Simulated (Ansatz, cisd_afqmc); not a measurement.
System: BCl₃, charge 0, singlet. BCl3 (trichloroborane, SMILES ClB(Cl)Cl).
B3LYP-D3(BJ)/def2-TZVP minimum from Ansatz (an electronic-structure program):
```xyz
4

B      0.0000     0.0000     0.0000
Cl     0.0051     1.7450    -0.0247
Cl     1.5085    -0.8773    -0.0189
Cl    -1.5136    -0.8677     0.0437
```

Total energies in cc-pV(T+d)Z, 24 correlated electrons, 16 frozen orbitals. Radicals and triplets start from unrestricted determinants; spin-orbit coupling is neglected. Correlated methods leave the cores frozen. No relativity. AFQMC is phaseless with a CISD trial state; ± is one standard error, without the phaseless bias. Outlying blocks are dropped, and bars are widened where a walk drifts. Over all cases where full CI ran beside it in this data, AFQMC minus full CI had a median of +0.1 mEh and passed +0.4 mEh in a tenth of the cases.

```tsv
method	program	energy (Eh)	minus AFQMC/CISD (mEh)
HF	Ansatz	-1403.37812	740.4 ± 0.3
MP2	Ansatz	-1404.03844	80.0 ± 0.3
CCSD	Ansatz	-1404.08330	35.2 ± 0.3
CCSD(T)	Ansatz	-1404.11597	2.5 ± 0.3
AFQMC/CISD	cisd_afqmc	-1404.1185 ± 0.0003	0.0
```
